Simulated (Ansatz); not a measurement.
# BHCl+ (triplet): wave-function methods side by side, cc-pVTZ

An exercise on one series of results from a longer session: the logs are not shown, and one member is left open.

Method: cc-pVTZ, core rule «outside noble gas», up to 6 orbitals frozen; program: Ansatz 0.2.0, Gaussian basis.

Plan: UHF; CCSD(T) on ROHF; CCSD(T) on UHF; BCCD(T) on ROHF; CCSDT(Q) on ROHF; CCSDT(Q) on UHF.

11 further runs of the same task are left out: 7 for a known fault of the program, 4 set aside as unsound or not needed.

## The system

The geometry is a PBE0/def2-TZVP stationary point (not a proven minimum) of the parent state, kept for this charge and spin.

3 atoms, charge 1, spin multiplicity 3.

Atoms are counted from 1 here; the program's logs count them from 0.

Bond lengths: B1–Cl2 1.710 Å, B1–H3 1.193 Å. Angles: Cl2–B1–H3 123.6°.

Set-up of the first run:

Input file in.yaml:

```yaml
crystal:
  periodic: [false, false, false]
  atoms:
    - {symbol: B, position_ang: [0.000000, -0.186113, 1.254645]}
    - {symbol: Cl, position_ang: [0.000000, 0.036461, -0.440547]}
    - {symbol: H, position_ang: [0.000000, 0.713740, 2.038566]}
basis:
  gaussian: {orbitals: cc-pVTZ}
total_charge: 1
magnetization: {spin_polarized: true, initial_magnetization: 2}
hamiltonian: {xc: hf}
output: {orbitals: {seedname: orbitals}}
```

On the command line:

```bash
$ ansatz run in.yaml --threads 1 --pin off --events-out ev --progress --plain --max-ram 2816MiB --backend cpu
```

Steps of the session up to this table: UHF; CCSD(T) on ROHF; CCSD(T) on UHF; BCCD(T) on ROHF; CCSDT(Q) on ROHF; CCSDT(Q) on UHF.

One table of the session follows, with a row left open; its other results are not shown here.

```
   method  from UCCSDT(Q) (meV)
     ROHF               +7325.0
      UHF               +7143.8
     RMP2               +1218.3
     UMP2               +1251.2
    RCCSD                +317.0
    UCCSD                     ?
 RCCSD(T)                 +57.5
 UCCSD(T)                 +58.4
  BCCD(T)                 +54.8
   RCCSDT                 +13.6
   UCCSDT                 +12.6
RCCSDT(Q)                  +2.1
UCCSDT(Q)                     0
```

**Question.** Estimate the row for UCCSD.

As computed: from UCCSDT(Q) (meV): +312.6. In the column «from UCCSDT(Q) (meV)» it lies between UCCSD(T) (+58.4) and RCCSD (+317.0).

To keep in mind: Restricted and unrestricted rows rest on different reference determinants; where their highest levels disagree by more than a few hundredths of an eV, they describe different states and don't form one ladder.
